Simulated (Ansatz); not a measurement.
**Structure relaxation of TiC**

The calculation used DFT r2SCAN, scalar-relativistic, plane waves, PAW (Ansatz 0.2.0).

The start is a database structure of TiC, space group Fm-3m (No. 225).

The final relaxation ran on this input, with the default PAW datasets:

```yaml
crystal:
  lattice:
    - [0.0, 2.1657188437, 2.1657188437]
    - [2.1657188437, 0.0, 2.1657188437]
    - [2.1657188437, 2.1657188437, 0.0]
  atoms:
    - { symbol: Ti, position: [0.0, 0.0, 0.0] }
    - { symbol: C, position: [0.5, 0.5, 0.5] }
basis:
  ecutwfc: 500
kpoints:
  mp_grid: { grid: [22, 22, 22] }
hamiltonian:
  xc: r2scan
scf:
  occupations: { method: gaussian, width: 0.1 }
output:
  forces: true
  stress: true
  eigenvalues: true
relax:
  adjacent_minimum: "off"
  f_tol: 0.01
  max_steps: 80
  cell: { stress_tol: 0.05 }
```

Launched as:

```bash
ansatz run input.yaml --threads 1 --pin off --max-ram 2560MiB --backend cpu --events-out ev --progress --plain --runs-dir out
```

Time: 69 s on 1 thread of AMD EPYC 7R43 64-Core Processor (Zen 3) (shared host), peak memory 0.51 GiB.

End of the output:

```
SCF converged after 5 iterations
Free energy (F): -2758.016102 eV
Harris-Foulkes:  -2758.016102 eV  (|F-HF|=5.00e-12)
Internal energy: -2758.014881 eV  (E = F + TS)
E sigma→0 (E₀):  -2758.015492 eV
Entropy (-TS):   -0.001221 eV (-0.611 meV/atom)
Fermi energy:    14.783757 eV
--- Per-component energies (eV) ---
  E_band       = -125.214972
  E_kinetic    = 363.018041
  E_local      = -771.167346  (includes V_loc(G=0)·N_el)
  E_nonlocal   = 30.850157
  E_hartree    = 312.447355
  E_xc         = -142.397037
  E_vxc        = -200.861129  (∫ρ·V_xc dr)
  E_paw        = -1156.035651  (= ΣΔE_a)
  E_vpaw       = -184.433015  (= ΣTr[D̂ρ^β])
  E_aug_tail   = 0.000100  (compensation charges beyond the density's cutoff)
  E_vtau       = 12.483518  (kinetic-family band-sum trace: ∫τ·v_τ [+ j·A + Jᵃ·Aᵃ] dr)
  E_ewald      = -1394.452270
  E_core_change = -0.278231  (= ΣΔE_core)
  E_smearing   = -0.001221  (= −TS)
  E_closure    =  0.000000  (closes the sum)
  Σ components = -2758.016102   (vs F -2758.016102, Δ=0.00e0)
--- Forces (eV/Å), atoms counted from 1 ---
  atom   1  Ti     0.00000000     0.00000000     0.00000000
  atom   2  C      0.00000000     0.00000000     0.00000000
  max |Σ_I F_I| component: 4.54e-30 eV/Å
--- Stress (GPa, compression-positive) ---
       -0.001180       0.000000       0.000000
        0.000000      -0.001180       0.000000
        0.000000       0.000000      -0.001180
  P = ⅓ Tr σ = -0.0012 GPa (-0.012 kbar)
--- Relaxed structure (3 steps of the walk, 3 accepted, 1 SCFs on fresh bases) ---
  F+E_penalty+E_count = -2758.01610242 eV   max|allowed force component| = 1.446e-30 eV/Å   (the final SCF, on the basis selected at the relaxed cell)
  cell:  # Å, volume = 20.2640 Å³
    - [0.000000, 2.163873, 2.163873]
    - [2.163873, 0.000000, 2.163873]
    - [2.163873, 2.163873, 0.000000]
  atoms:
    - { symbol: Ti, position: [0.000000, 0.000000, 0.000000] }
    - { symbol: C, position: [0.5, 0.5, 0.5] }
```

Total energies depend on the potentials used, so only differences within one code and one set of settings carry meaning.

The result has space group Fm-3m (No. 225). Ti has 6 C at 2.16 Å; around C lie 6 Ti at 2.16 Å.

Against the elements it lies at -0.99 eV/atom. Formation energies are uncorrected and refer to the elements' standard structures at the same level.

The k mesh leaves about 4 meV/atom of noise in metals.

Symmetry constrained the relaxation, so the result can be a saddle point.